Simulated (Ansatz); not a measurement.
**HF ··· Si2H6**

The pair of HF (SMILES F, atoms 1–2) and Si2H6 (SMILES [SiH3][SiH3], atoms 3–10), both closed shells, in one local arrangement (a lower one may exist), relaxed at PBE0-D4/def2-TZVP:

F1  (1.747, 0.854, -1.860)
H2  (1.245, 0.078, -1.796)
Si3  (-0.144, 0.910, 1.014)
Si4  (-0.597, -1.109, -0.081)
H5  (-0.956, 0.944, 2.260)
H6  (1.296, 0.990, 1.366)
H7  (-0.525, 2.056, 0.152)
H8  (-2.031, -1.214, -0.456)
H9  (-0.219, -2.278, 0.756)
H10  (0.184, -1.232, -1.355)
(Å)

Computed with Ansatz 0.2.0 (basis: def2-TZVPPD, with def2-QZVPPD for the basis limit); correlated methods freeze the cores. B3LYP uses VWN-RPA correlation. Extrapolation: Hartree–Fock as exp(−7.88 √X), correlation as X^−2.97. Interaction energies count from these two fragments, frozen as in the pair, with the counterpoise correction; negative means bound.

**Question.** What is the interaction energy by CCSD(T) at an estimated basis limit (MP2 extrapolated from triple and quadruple zeta, plus CCSD(T) − MP2 in triple zeta)? (Judge from chemistry; the value comes from the calculation.)

**Answer.** By the calculation: -7.8 kJ/mol. Hartree–Fock alone gives 1.8 kJ/mol at the basis limit, so without correlation the pair would not bind at this distance. It counts from the two fragments frozen as in the pair.

The same quantity by other methods in triple zeta, and each one's difference from that estimate:
```json
{"method": "PBE-D4", "E_int (kJ/mol)": "-11.2", "difference": "-3.4"}
{"method": "revPBE-D4", "E_int (kJ/mol)": "-7.2", "difference": "0.6"}
{"method": "BLYP-D4", "E_int (kJ/mol)": "-8.4", "difference": "-0.6"}
{"method": "r2SCAN-D4", "E_int (kJ/mol)": "-10.7", "difference": "-2.9"}
{"method": "B97M-V", "E_int (kJ/mol)": "-9.8", "difference": "-2.0"}
{"method": "PBE0-D4", "E_int (kJ/mol)": "-9.8", "difference": "-2.0"}
{"method": "B3LYP-D4", "E_int (kJ/mol)": "-8.8", "difference": "-1.0"}
{"method": "HSE06-D4", "E_int (kJ/mol)": "-9.7", "difference": "-1.9"}
{"method": "wB97X-V", "E_int (kJ/mol)": "-9.0", "difference": "-1.2"}
{"method": "wB97M-V", "E_int (kJ/mol)": "-9.1", "difference": "-1.3"}
{"method": "B2PLYP", "E_int (kJ/mol)": "-5.5", "difference": "2.3"}
{"method": "HF", "E_int (kJ/mol)": "1.8", "difference": "9.6"}
{"method": "MP2", "E_int (kJ/mol)": "-6.1", "difference": "1.7"}
{"method": "CCSD", "E_int (kJ/mol)": "-5.0", "difference": "2.8"}
{"method": "CCSD(T)", "E_int (kJ/mol)": "-6.5", "difference": "1.3"}
```
Differences are method less estimate.

**Question.** Which atoms make the shortest contact between the fragments?

**Answer.** H2 and H10, 1.74 Å apart.

Energy to bend the free fragments (PBE0-D4 minima) into their shapes in the pair, CCSD(T)/def2-TZVPPD: HF 0.2 kJ/mol; Si2H6 1.0 kJ/mol. This must be added to the interaction energy to get the binding energy from relaxed fragments.

Basis-set superposition shift (counterpoise-corrected less uncorrected): CCSD(T) 2.0; MP2 1.9; HF 0.2; PBE0-D4 0.2; wB97M-V 0.2 kJ/mol.

The T1 diagnostic stays at or below 0.013.

For scale, one of the runs: CCSD(T)/def2-TZVPPD, 255 basis functions, launched by `ansatz run in.yaml --threads 4 --pin off --events-out ev --progress --plain --max-ram 9574MiB`. Hardware: 4 CPU threads of an Arm Neoverse V2, shared host. Wall time 69 s; peak host memory 5.3 GiB.
